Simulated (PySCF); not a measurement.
# HN2O (Protonated Nitrous Oxide): the cost of one run

Programs: PySCF 2.14.0, with density-fitted response routines of our own. Each step states its level of theory. These are calculated values for one molecule, in the gas phase or a continuum, unless marked as measured. Atoms count from 0, in the outputs and in this text.

## (1) The molecule as given

4 atoms, charge 1, multiplicity 1; geometry from: GFN2-xTB. The atoms were then displaced at random by about 0.01 Å, so the start is not that level's minimum.

Bonds of the start (Å): N0–N1 1.09, N1–O2 1.09, N0–H3 1.00.

## (2) Geometry optimisation at PBE0-D3(BJ)/def2-TZVP

Job settings and geometry (Å):

```
{"job": {"xc": "PBE0", "basis": "def2-TZVP", "d3": "d3bj", "grid": 2, "shake": 0.01, "kind": "geom"}, "charge": 1, "multiplicity": 1}
N     -0.519660    -0.010130     0.110190
N      0.494560    -0.015410     0.507730
O      1.511760    -0.037860     0.901620
H     -1.448670     0.038020    -0.262990
```

Run with:

```console
$ OMP_NUM_THREADS=1 python probes_run.py task.json out
```

One launch serves the whole session: the jobs run in the order shown.

Q: Estimate the wall time and peak memory of this first job on 1 thread of Arm Neoverse N1, shared host.

About 38 s, with a peak of 0.39 GiB.
